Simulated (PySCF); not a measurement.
Z-matrix (Å, degrees):
```
Si
H 1 1.4860
H 1 1.4860 2 111.24
H 1 1.4860 2 111.24 3 124.61
```
Charge 0, spin multiplicity 2.

Problem. Estimate the dipole moment, total energy and highest occupied spin orbital that PBE0-D4/def2-TZVP (PySCF) returns for this input.

Solution. 
- dipole moment = 0.03 D
- total energy = -7921.50 eV
- highest occupied spin orbital = -6.40 eV
